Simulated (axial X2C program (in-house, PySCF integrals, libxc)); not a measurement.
CS: from the spin-free to the two-component result

All values were computed with an in-house all-electron X2C program for linear molecules (integrals from PySCF). Spin-free means the one-electron spin-free X2C Hamiltonian; two-component (2c) means X2C with spin–orbit coupling and atomic mean-field two-electron Coulomb and Gaunt terms, so the difference of the two also holds small scalar two-electron terms. Basis: S dyall-av4z [10s9p4d3f2g], C dyall-v4z [8s7p3d2f1g] (cores contracted in-house); Gaussian nuclei, density fitting, unrestricted open shells. Masses: S 31.972 u, C 12.000 u.

Spin-free state: M_S = 0, Λ = 0 (closed shell); fragments S + C.

| level | Re (Å) | ωe (cm⁻¹) | De (eV) | μ (D) |
| --- | --- | --- | --- | --- |
| PBE0 | 1.530 | 1328.1 | 7.249 | -1.95 |
| HF | 1.511 | 1421.3 | 4.187 | -1.75 |
| MP2 | 1.537 | 1302.6 | 7.601 | n/a |
| CCSD | 1.531 | 1331.8 | 6.855 | n/a |
| CCSD(T) | 1.543 | 1277.0 | 7.266 | n/a |
| r2SCAN0 | 1.524 | 1349.5 | 6.876 | -1.96 |
| B97-3 | 1.530 | 1323.8 | 7.340 | -1.94 |
| BLYP | 1.549 | 1239.2 | 7.434 | -1.95 |

Correlated methods: 10 electrons correlated (number of frozen shells: S 2 s, 1 p; C 1 s), 288 virtual spin orbitals or spinors in MP2, 152 natural virtuals in coupled cluster.

Dipoles are positive if C is the positive end.

Two-component determinant lowest at the distance of the search:

Ω = 0 (closed shell); fragments S + C.

| level | Re (Å) | ωe (cm⁻¹) | De (eV) | μ (D) |
| --- | --- | --- | --- | --- |
| PBE0 | 1.530 | 1327.9 | 7.252 | -1.95 |
| HF | 1.511 | 1420.9 | 4.187 | -1.75 |
| MP2 | 1.537 | 1302.4 | 7.581 | n/a |
| CCSD | 1.531 | 1331.7 | 6.850 | n/a |
| CCSD(T) | 1.543 | 1277.1 | 7.250 | n/a |
| r2SCAN0 | 1.524 | 1349.3 | 6.880 | -1.96 |
| B97-3 | 1.530 | 1323.6 | 7.341 | -1.94 |
| BLYP | 1.549 | 1239.1 | 7.437 | -1.95 |

Question: From the two tables, how do the constants change at the CCSD(T) level (2c against spin-free)?

Answer: At the CCSD(T) level Re is unchanged within 0.001 Å and ωe stays the same within 0.2 cm⁻¹; De is not compared, since the atomic limits differ or miss part of their spin–orbit lowering.

Occupations by symmetry block were frozen at the best pattern of an incomplete PBE0 search. Closed shells are restricted here (equal orbitals for both partners); the stretched side of such a curve lies too high. Dissociation energies refer to the lowest single-determinant-based atoms at the same level and basis. Coupled cluster ran in a truncated set of natural virtual spinors; the MP2 energy of the rest was added. (T) has no such correction and the atoms are truncated less, which lowers De at CCSD(T) by a hundredth of an eV or more. A 2c atom that is not at its ground J level misses part of its spin–orbit lowering, and De is too large by that part (0.04 eV or less for light atoms). This holds for PBE0, MP2, CCSD, CCSD(T), r2SCAN0, B97-3, BLYP. The functionals have no current-density term, which raises determinants with orbital currents, atoms included. Some points did not converge and are left out. The stretched end of a curve changes character and is left out.
